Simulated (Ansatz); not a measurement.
Reaction: SiH3Cl (chlorosilane, SMILES [SiH3]Cl) → SiH3 (SMILES [SiH3], doublet) + Cl (doublet) (the Cl-Si bond breaks)
Each species at its own B3LYP-D3(BJ)/def2-TZVP minimum (Ansatz, a quantum-chemistry and plane-wave program).

Total energies in hartree (Ansatz). Radicals and triplets start from unrestricted determinants; spin-orbit coupling is neglected. Cores are frozen in correlated methods. No relativity.

| species | HF/cc-pV(T+d)Z | CCSD(T)/cc-pV(T+d)Z | HF/cc-pV(Q+d)Z | CCSD(T)/cc-pV(Q+d)Z | CCSDT(Q)/cc-pV(T+d)Z |
|---|---|---|---|---|---|
| 1: SiH3Cl (SMILES [SiH3]Cl) | -750.26227 | -750.63263 | -750.26984 | -750.66917 | -750.63416 |
| 2: SiH3 (SMILES [SiH3], doublet) | -290.64257 | -290.78856 | -290.64619 | -290.79897 | -290.78943 |
| 3: Cl (doublet) | -459.48556 | -459.67356 | -459.48916 | -459.69449 | -459.67440 |

Task: Work out the bond dissociation energy (electronic) in kcal/mol: take Hartree-Fock from cc-pV(Q+d)Z, extrapolate the CCSD(T) correlation energy as X^-3 (X = 3, 4), and add CCSDT(Q) - CCSD(T) in cc-pV(T+d)Z. 1 hartree = 627.51 kcal/mol.

Result: 
Species 1: correlation (64·(-0.39933) - 27·(-0.37036))/37 = -0.42047; step -0.00153; E1 = -750.26984 + (-0.42047) + (-0.00153) = -750.69184
Species 2: correlation (64·(-0.15278) - 27·(-0.14599))/37 = -0.15773; step -0.00087; E2 = -290.64619 + (-0.15773) + (-0.00087) = -290.80479
Species 3: correlation (64·(-0.20533) - 27·(-0.18800))/37 = -0.21798; step -0.00084; E3 = -459.48916 + (-0.21798) + (-0.00084) = -459.70798
-1·E1 +1·E2 +1·E3 = 0.17907 hartree = 112.4 kcal/mol.
